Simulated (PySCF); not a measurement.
Silicon: a sound run and one with changed settings

Sound run: Si [Ne] 3s2 3p2, Si⁺ [Ne] 3s2 3p1. All numbers are calculated (PySCF 2.14, the spin-free X2C one-electron Hamiltonian (Gaussian nucleus), in jorge-DZP-DKH (7s4p1d, 24 functions)). In the sound run the correlated levels freeze [Ne]. The sound run starts from symmetry-adapted Hartree-Fock orbitals and uses a fine grid where one is needed.

Changed run: a valence shell is frozen. This setting is unsound on purpose.

| species | method | sound run (hartree) | changed run (hartree) | converged |
| --- | --- | --- | --- | --- |
| Si | MP2 | -289.49563 | -289.45445 | yes |
| Si | CCSD(T) | -289.51556 | -289.45661 | yes |

Ionisation energy of Si:

```json
{"method": "UHF", "sound run (eV)": "7.621", "changed run (eV)": "7.621"}
{"method": "MP2", "sound run (eV)": "7.905", "changed run (eV)": "7.747"}
{"method": "SCS-MP2", "sound run (eV)": "7.832", "changed run (eV)": "7.663"}
{"method": "CCSD", "sound run (eV)": "7.925", "changed run (eV)": "7.805"}
{"method": "CCSD(T)", "sound run (eV)": "7.936", "changed run (eV)": "7.805"}
{"method": "CCSDT", "sound run (eV)": "n/a", "changed run (eV)": "7.805"}
{"method": "FCI", "sound run (eV)": "n/a", "changed run (eV)": "7.805"}
```

Freezing a valence shell removes pair correlation that changes on ionisation.

For comparison, NIST gives 8.152 eV between the lowest levels.
